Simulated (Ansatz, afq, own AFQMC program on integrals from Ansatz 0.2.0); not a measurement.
AFQMC on a folder of integrals that Ansatz 0.2.0 wrote.

```yaml
crystal:
  periodic: [false, false, false]
  atoms:
    - {symbol: Ge, position_ang: [0.000000, -0.029158, 0.300919]}
    - {symbol: N, position_ang: [0.000000, 0.038514, -1.592101]}
    - {symbol: H, position_ang: [0.000000, 1.566135, 0.437823]}
basis:
  gaussian: {orbitals: cc-pVTZ}
magnetization: {spin_polarized: true, initial_magnetization: 2}
correlation: {method: ccsd_t, electrons: outside_noble_gas, hamiltonian_folder: ham}
```

```sh
$ ansatz run in.yaml --threads 1 --pin off --events-out ev --progress --plain --max-ram 16896MiB --backend cuda --devices 0, --max-vram 18GiB
```

afq runs on the folder ham with

```
--method phaseless --trial cisd --walkers 1200 --populations 20 --least-time 60 --time-step 0.005 --steps-per-block 50 --equilibration-blocks 28 --max-blocks 4000 --target-error 0.00019 --factor-cut 1e-05 --start spin_pure --seed 9340 --release-times 0.24,0.51,0.99,1.62,2.4 --release-step 0.03 --release-every 3 --taylor-order 6
```

Times are imaginary, in 1/Eh. The walk had a cap of 229 s. With eight or more populations the least sampling time is a fifth of least-time, and the error comes from their spread. Filled inner d shells are frozen with the cores.

Log:

```
orbitals 72  electrons 6 4  factors 491 of 538
reference energy -2130.35372976 Eh
CCSD correlation -0.25448245 Eh in 17 cycles, weight of the determinant in the CISD state 0.8648
energy of the start -2130.607650 Eh
 block  time / (1/Eh)  mean weight  energy / Eh
     1     0.250  1.0002  -2130.606015
     2     0.500  0.9992  -2130.608897
     3     0.750  1.0002  -2130.611127
     4     1.000  1.0003  -2130.612361
     5     1.250  0.9995  -2130.614002
    10     2.500  1.0004  -2130.618726
    25     6.250  1.0004  -2130.617304
    37     9.250  1.0004  -2130.616623
    40    10.000  0.9997  -2130.618734
    55    13.750  1.0001  -2130.617524
    70    17.500  1.0000  -2130.618833
    85    21.250  0.9994  -2130.619631
   100    25.000  1.0004  -2130.620292
   115    28.750  1.0000  -2130.619513
   130    32.500  1.0000  -2130.618485
   133    33.250  1.0003  -2130.634511
   136    34.000  0.9998  -2130.619379
error from the spread of 20 populations
released: time / (1/Eh)  energy / Eh  error  mean overlap
  0.24  -2130.619075  0.000264  0.9973
  0.51  -2130.619294  0.000222  0.9957
  0.99  -2130.619338  0.000215  1.0010
  1.62  -2130.619635  0.000302  0.9993
  2.40  -2130.619788  0.000370  0.9978
energy -2130.618930 +/- 0.000245 Eh
(rows thinned)
```

The run passed its tests (sampling time, drift between the halves within three errors, error under three times the target), which doesn't prove that it has relaxed, ending at its cap on processor time.

Against this walk (error 6.7 meV) on the same determinant: CCSD(T) 33.8 meV higher, CCSDT(Q) 27.7 meV lower. The error is statistical and leaves out the bias of the constraint. Released to 2.40 1/Eh the energy moves by -23 ± 12 meV (both errors), within twice the noise. CCSDT(Q) is the surest value here, so the walk's 28 meV above it is most likely the bias of the constraint with this trial, which can have either sign.

Cautions: constraint bias not in the error; error above the target (6.7 against 5.2 meV); no relativity below Rb; no spin-orbit coupling; inner d shell frozen; lower spins were not checked; an unrestricted solution with more broken spin lies lower (32 meV, ⟨S²⟩ 2.24).

The walk took 3.8 min on 1 × NVIDIA H100 80GB HBM3 with 2 threads of AMD EPYC 7R13 Processor (Zen 3) (shared host) (the card was shared). The log's last line is the phaseless energy.

CCSDT and higher add their correlation energy to the determinant of the CCSD(T) run, since their own runs factorise the integrals more tightly (a shift of under 2 meV). A walk keeps the symmetry of its determinant, which the program's search chose and which needn't be the lowest solution, so a lower state of the same spin and another symmetry isn't excluded.
